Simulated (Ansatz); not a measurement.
The input, for Ansatz 0.2.0:

```yaml
crystal:
  periodic: [false, false, false]
  atoms:
    - {symbol: C, position_ang: [0.000000, -0.101062, 0.000000]}
    - {symbol: H, position_ang: [0.000000, 0.602132, -0.862093]}
    - {symbol: H, position_ang: [0.000000, 0.602132, 0.862093]}
basis:
  gaussian: {orbitals: cc-pVDZ}
correlation: {method: fic_mrcisd_q, electrons: outside_noble_gas, active_space: {window: {electrons: 2, orbitals: 2}}}
```

```sh
$ ansatz run in.yaml --threads 1 --pin off --events-out ev --progress --plain --max-ram 2393MiB
```

Log:

```
221 factors; integrals over basis functions are off by at most 5.7e-4 eV
mean field evaluation 1: about -1057.6904 eV, gradient 9.0e0 eV
mean field evaluation 2: about -1057.6899 eV, gradient 9.0e0 eV
mean field evaluation 4: about -1058.0046 eV, gradient 4.8e-1 eV
mean field evaluation 8: about -1058.0070 eV, gradient 7.9e-7 eV
mean field -1058.00697330 eV, -38.8810391259 hartree, gradient 3.9e-6 eV, S^2 0.000000; 0 other end points of the search recorded, 0 dependent functions left out; unrestricted orbitals would lower it
reference -1058.00697330 eV, -38.8810391259 hartree; 4, 4 occupied and 20, 20 virtual orbitals, 221 factors
state -1058.58860521 eV, -38.9024137045 hartree
contracted CI cycle   1: correlation 0.00000000 eV, 0.0000000000 hartree, residual 1.50e1 eV
contracted CI cycle   2: correlation -3.02763813 eV, -0.1112636490 hartree, residual 2.47e0 eV
contracted CI cycle   3: correlation -3.13082114 eV, -0.1150555549 hartree, residual 7.44e-1 eV
contracted CI cycle   4: correlation -3.14094778 eV, -0.1154277017 hartree, residual 2.62e-1 eV
contracted CI cycle   5: correlation -3.14241790 eV, -0.1154817276 hartree, residual 1.17e-1 eV
contracted CI cycle   6: correlation -3.14270431 eV, -0.1154922532 hartree, residual 4.59e-2 eV
contracted CI cycle   7: correlation -3.14274660 eV, -0.1154938073 hartree, residual 1.66e-2 eV
contracted CI cycle   8: correlation -3.14275151 eV, -0.1154939877 hartree, residual 5.68e-3 eV
contracted CI cycle   9: correlation -3.14275218 eV, -0.1154940123 hartree, residual 2.42e-3 eV
contracted CI cycle  10: correlation -3.14275231 eV, -0.1154940170 hartree, residual 1.02e-3 eV
state -1058.58860521 eV, -38.9024137045 hartree; corrected -1061.89226036 eV, -39.0238207920 hartree
state -1058.45951816 eV, -38.8976698427 hartree
contracted CI cycle   1: correlation 0.00000000 eV, 0.0000000000 hartree, residual 1.48e1 eV
contracted CI cycle   2: correlation -3.05077256 eV, -0.1121138238 hartree, residual 2.78e0 eV
contracted CI cycle   3: correlation -3.18200594 eV, -0.1169365615 hartree, residual 9.43e-1 eV
contracted CI cycle   4: correlation -3.20547067 eV, -0.1177988744 hartree, residual 5.11e-1 eV
contracted CI cycle   5: correlation -3.21339988 eV, -0.1180902675 hartree, residual 2.91e-1 eV
contracted CI cycle   6: correlation -3.21529580 eV, -0.1181599414 hartree, residual 1.24e-1 eV
contracted CI cycle   7: correlation -3.21560598 eV, -0.1181713402 hartree, residual 5.33e-2 eV
contracted CI cycle   8: correlation -3.21565898 eV, -0.1181732880 hartree, residual 2.04e-2 eV
contracted CI cycle   9: correlation -3.21566758 eV, -0.1181736039 hartree, residual 8.07e-3 eV
contracted CI cycle  10: correlation -3.21566898 eV, -0.1181736553 hartree, residual 3.38e-3 eV
contracted CI cycle  11: correlation -3.21566920 eV, -0.1181736636 hartree, residual 1.26e-3 eV
contracted CI cycle  12: correlation -3.21566923 eV, -0.1181736647 hartree, residual 4.89e-4 eV
state -1058.45951816 eV, -38.8976698427 hartree; corrected -1061.89225791 eV, -39.0238207018 hartree
state -1058.58860521 eV, -38.9024137045 hartree; corrected -1061.89226036 eV, -39.0238207920 hartree
2 active orbitals were swapped for others, from the solution at -1058.45951693 eV, -38.8976697977 hartree to that at -1058.58838919 eV, -38.9024057658 hartree; typed "places" are swapped only where nearly empty or full, and so, without "given_window_search", are "orbital_numbers", "shells" and a window whose orbitals a file names under [Active]
Total energy: -1061.89226036 eV, -39.0238207920 hartree
```

Natural occupations: 1.9182 0.0818.

For the same geometry and basis full CI lies 17.3 meV higher.

Ran on 1 thread of Arm Neoverse V2, shared host: 0.39 s wall, 0.07 GiB peak host memory.
